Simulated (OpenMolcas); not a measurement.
**HS (SMILES [SH]), step by step**

We compute a series of 9 runs (ROHF/pcseg-0, CASSCF(7,5)/pcseg-0, CASPT2(7,5)/pcseg-0, CASPT2[IPEA 0](7,5)/pcseg-0, SC-NEVPT2(7,5)/pcseg-0, PC-NEVPT2(7,5)/pcseg-0, MC-PDFT[tPBE](7,5)/pcseg-0, MRCI(7,5)/pcseg-0, and more) of HS. 

The calculation is run with OpenMolcas 26.06.

1 further run of the same task is left out (set aside as unsound or not needed).

### Step 1. The structure to begin with

HS: 2 atoms, total charge 0, spin state doublet. As SMILES, `[SH]`. The S1–H2 distance was set to 1.995 Å, away from the relaxed value.

Bond lengths: S1–H2 1.995 Å.

### Step 2. A single-point energy at ROHF/pcseg-0 (run 1)

Input file step1.inp:

```
* HS Hartree-Fock
>>> EXPORT MOLCAS_PRINT=2

&GATEWAY
  BasLib = $CurrDir
  Coord
  2
  angstrom
  S        1.136061      -0.371353       0.584201
  H       -0.568010       0.185670      -0.292090
  Basis = pcseg-0
  Group = NoSym

&SEWARD

&SCF
  UHF
  Spin = 2
  PrOrbitals = 1 1

&RASSCF
  FileOrb = $Project.UnaOrb
  Spin = 2
  Nactel = 1 0 0
  Inactive = 8
  Ras2 = 1
  OutOrbitals = Canonical
  OrbListing = Nothing
```

The basis set pcseg-0 is read from a file made from the Basis Set Exchange's data (not shown).

Launch:

```bash
$ export MOLCAS_MEM=1860
$ pymolcas step1.inp > step1.log
```

The log of the run:

```text
--- Start Module: gateway ---
[...]
--- Stop Module: gateway /rc=_RC_ALL_IS_WELL_ ---
[...]
      Basis functions           15
[...]
--- Start Module: scf ---
[...]
       Convergence after  28 Iterations
[...]
::    Total SCF energy                               -397.5207808297
[...]
      Total spin, S                                     0.7405982591
[...]
--- Stop Module: scf /rc=_RC_ALL_IS_WELL_ ---
--- Start Module: rasscf ---
[...]
      Number of active orbitals                  1
[...]
      Spin quantum number                      0.5
[...]
      Active orbitals                            1
[...]
      Number of CSFs                             1
[...]
      Number of root(s) required                 1
[...]
      Convergence after  9 iterations
[...]
      printout of CI-coefficients larger than  0.05 for root  1
      energy=    -397.501096
      conf/sym  1     Coeff  Weight
             1  u   1.00000 1.00000
      Natural orbitals and occupation numbers for root  1
      sym 1:   1.000000
      ************************************************************************************************************************
      *                                                    Final results                                                     *
[...]
::    RASSCF root number  1 Total energy:   -397.50109601
[...]
      Total electronic charge=   17.000000
      Total            charge=   -0.000000
[...]
      Dipole Moment (debye):
      Origin of the operator (angstrom)=    1.0840   -0.3543    0.5574
                   X= -7.1344E-01               Y=  2.3321E-01               Z= -3.6687E-01           Total=  8.3545E-01
      Quadrupole Moment (debye*angstrom):
[...]
--- Stop Module: rasscf /rc=_RC_ALL_IS_WELL_ ---
[...]
```

Wall time 2.3 s (1 thread of Arm Neoverse V2, shared host); peak memory 0.37 GiB.

### Step 3. The energy at CASSCF(7,5)/pcseg-0 (run 2)

Input file step2.input:

```
&GATEWAY
BASLIB=$CurrDir
COORD
2
angstrom
S        1.136061      -0.371353       0.584201
H       -0.568010       0.185670      -0.292090
BASIS=pcseg-0
GROUP=NoSym
&SEWARD
&RASSCF
FILEORB=$CurrDir/step1.RasOrb
SPIN=2
NACTEL=7 0 0
INACTIVE=5
RAS2=5
ORBLISTING=Nothing
ORBAPPEAR=Compact
```

The basis set pcseg-0 is read from a file made from the Basis Set Exchange's data (not shown).

Launch:

```bash
$ export MOLCAS_MEM=1860
$ pymolcas step2.input > step2.log
```

The log of the run:

```text
--- Start Module: gateway ---
[...]
--- Stop Module: gateway /rc=_RC_ALL_IS_WELL_ ---
--- Start Module: seward ---
[...]
      Basis functions           15
--- Stop Module: seward /rc=_RC_ALL_IS_WELL_ ---
--- Start Module: rasscf ---
[...]
      Number of active orbitals                  5
[...]
      Spin quantum number                      0.5
[...]
      Active orbitals                            5
[...]
      Number of CSFs                            40
[...]
      Number of root(s) required                 1
[...]
      Convergence after  7 iterations
[...]
      printout of CI-coefficients larger than  0.05 for root  1
      energy=    -397.549347
      conf/sym  11111     Coeff  Weight
             1  222u0  -0.94910 0.90080
             8  2u2du   0.11305 0.01278
             9  2u2ud   0.06520 0.00425
            22  202u2  -0.28514 0.08130
      Natural orbitals and occupation numbers for root  1
      sym 1:   1.998877   1.820329   1.999619   1.000000   0.181174
      ************************************************************************************************************************
      *                                                    Final results                                                     *
[...]
::    RASSCF root number  1 Total energy:   -397.54934681
[...]
      Total electronic charge=   17.000000
      Total            charge=   -0.000000
[...]
      Dipole Moment (debye):
      Origin of the operator (angstrom)=    1.0840   -0.3543    0.5574
                   X= -4.0525E-01               Y=  1.3247E-01               Z= -2.0840E-01           Total=  4.7456E-01
      Quadrupole Moment (debye*angstrom):
[...]
--- Stop Module: rasscf /rc=_RC_ALL_IS_WELL_ ---
[...]
```

It took 1.5 s on 1 thread of Arm Neoverse V2, shared host; peak memory 0.37 GiB.

Runs 3 to 8 aren't shown in full; the table further down has their settings and results.

### Step 4. A single-point energy at MRACPF(7,5)/pcseg-0 (run 9)

Input file step9.input:

```
&GATEWAY
  BASLIB=$CurrDir
  COORD
  2
  angstrom
  S        1.136061      -0.371353       0.584201
  H       -0.568010       0.185670      -0.292090
  BASIS=pcseg-0
  GROUP=NoSym

&SEWARD

&RASSCF
  FILEORB=$CurrDir/step2.RasOrb
  SPIN=2
  NACTEL=7 0 0
  INACTIVE=5
  RAS2=5
  ORBLISTING=Nothing
  ORBAPPEAR=Compact

&MOTRA
  LUMORB
  FROZEN=5

&GUGA
  ELECTRONS=7
  SPIN=2
  INACTIVE=0
  ACTIVE=5
  CIALL=1

&MRCI
  ACPF
```

The basis set pcseg-0 is read from a file made from the Basis Set Exchange's data (not shown).

Launch:

```bash
$ export MOLCAS_MEM=1860
$ pymolcas step9.input > step9.log
```

The log of the run:

```text
--- Start Module: gateway ---
[...]
--- Stop Module: gateway /rc=_RC_ALL_IS_WELL_ ---
[...]
      Basis functions           15
[...]
      Number of active orbitals                  5
[...]
      Spin quantum number                      0.5
[...]
      Active orbitals                            5
[...]
      Number of CSFs                            40
[...]
      Number of root(s) required                 1
[...]
      Convergence after  4 iterations
[...]
      printout of CI-coefficients larger than  0.05 for root  1
      energy=    -397.549347
      conf/sym  11111     Coeff  Weight
             1  222u0  -0.94910 0.90080
             8  2u2du   0.11305 0.01278
             9  2u2ud   0.06520 0.00425
            22  202u2  -0.28514 0.08130
      Natural orbitals and occupation numbers for root  1
      sym 1:   1.998877   1.820329   1.999619   1.000000   0.181175
      ************************************************************************************************************************
      *                                                    Final results                                                     *
[...]
::    RASSCF root number  1 Total energy:   -397.54934681
[...]
      Dipole Moment (debye):
      Origin of the operator (angstrom)=    1.0840   -0.3543    0.5574
                   X= -4.0526E-01               Y=  1.3247E-01               Z= -2.0840E-01           Total=  4.7457E-01
      Quadrupole Moment (debye*angstrom):
[...]
      *** WARNING: Default frozen orbitals is overwritten by user input.
      *** Default values:   5
[...]
--- Start Module: guga ---
[...]
--- Stop Module: guga /rc=_RC_ALL_IS_WELL_ ---
--- Start Module: mrci ---
[...]
       USE THE DEFAULT ACPF G-VALUE GFAC=  0.28571428571428570
[...]
    MR ACPF CALCULATION.
[...]
            REFERENCE CI ENERGY:  -397.54934681
[...]
        ACPF CORRELATION ENERGY:    -0.02888985
                    ACPF ENERGY:  -397.57823667
[...]
      Total electronic charge=   17.000000
      Total            charge=   -0.000000
[...]
  ACPF State   1     Total energy:   -397.57823667
[...]
--- Stop Module: mrci /rc=_RC_ALL_IS_WELL_ ---
[...]
```

It took 1.6 s on 1 thread of Arm Neoverse V2, shared host; peak memory 0.37 GiB.

### Step 5. Overview of the runs

| run | level | active rule | inactive | energy (Eh) | dipole moment (D) of the reference | wall time |
| --- | --- | --- | --- | --- | --- | --- |
| 1 | ROHF/pcseg-0 | – | – | -397.501096 | 0.84 | 2.3 s |
| 2 | CASSCF(7,5)/pcseg-0 | full valence | 5 | -397.549347 | 0.47 | 1.5 s |
| 3 | CASPT2(7,5)/pcseg-0 | full valence | 5 | -397.573304 | 0.47 | 1.5 s |
| 4 | CASPT2[IPEA 0](7,5)/pcseg-0 | full valence | 5 | -397.573966 | 0.47 | 1.5 s |
| 5 | SC-NEVPT2(7,5)/pcseg-0 | full valence | 5 | -397.570560 | 0.47 | 1.5 s |
| 6 | PC-NEVPT2(7,5)/pcseg-0 | full valence | 5 | -397.570756 | 0.47 | 1.5 s |
| 7 | MC-PDFT[tPBE](7,5)/pcseg-0 | full valence | 5 | -398.024285 | 0.47 | 1.6 s |
| 8 | MRCI(7,5)/pcseg-0 | full valence | 5 | -397.577969 | 0.47 | 1.6 s |
| 9 | MRACPF(7,5)/pcseg-0 | full valence | 5 | -397.578237 | 0.47 | 1.6 s |

### Step 6. Results

| quantity | value |
| --- | --- |
| run 9, MRACPF(7,5)/pcseg-0: total energy | -397.57824 Eh |
| run 9, MRACPF(7,5)/pcseg-0: dipole moment (CASSCF density) | 0.47 D |

Below the ROHF energy at the same shape and in the same basis (pcseg-0): CASSCF(7,5) -48.3 mEh; CASPT2(7,5) -72.2 mEh; CASPT2[IPEA 0](7,5) -72.9 mEh; SC-NEVPT2(7,5) -69.5 mEh; PC-NEVPT2(7,5) -69.7 mEh; MRCI(7,5) -76.9 mEh. Active-space methods hold only the correlation inside their space unless a perturbation or CI step follows. All runs together took 15 s, the longest 2.3 s.
